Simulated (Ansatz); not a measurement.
Two isomers of C2H5NS: A = `C=NCS`, B = `N=CCS`.

Gas-phase electronic energies from Ansatz, PBE0-D4/def2-TZVP geometries. CCSD(T)/CBS is the MP2 limit (def2-TZVPP, def2-QZVPP) plus CCSD(T) − MP2 in def2-TZVPP, frozen cores. Functionals use def2-TZVPP. B3LYP here is the variant with VWN-RPA as its local correlation; programs differ in this. One conformer a species, not always the lowest.

Q: Which isomer does CCSD(T)/CBS put lower? Give the gap. (Estimate.)

A: Ansatz gave: B, by 8.1 kcal/mol.

Q: Give E(B) − E(A) in kcal/mol with B2PLYP, PBE0-D4, BLYP-D4, CCSD/def2-TZVPP, PBE-D4, B3LYP, HF/def2-TZVPP. (An estimate is asked.)

A: Ansatz gave: B2PLYP -7.7, PBE0-D4 -8.1, BLYP-D4 -7.0, CCSD/def2-TZVPP -8.0, PBE-D4 -7.6, B3LYP -7.5, HF/def2-TZVPP -8.1. None reverses the order clearly.

Q: Does the order hold for the free energy at 298.15 K (harmonic terms from PBE0-D4)? (Best estimate.)

A: Computed: Yes: G(B) − G(A) = -7.9 kcal/mol, for one conformer each.

Largest T1 diagnostic: 0.012.

At CCSD(T), def2-SVP lies +0.7 kcal/mol from the extrapolated value and def2-TZVPP +0.2 kcal/mol. Leaving LDA and LC-ωPBE aside and taking each functional with its dispersion term where it has one, the values, not all of them listed here, spread over 1.3 kcal/mol, from r2SCAN0-D4 to BLYP-D4.
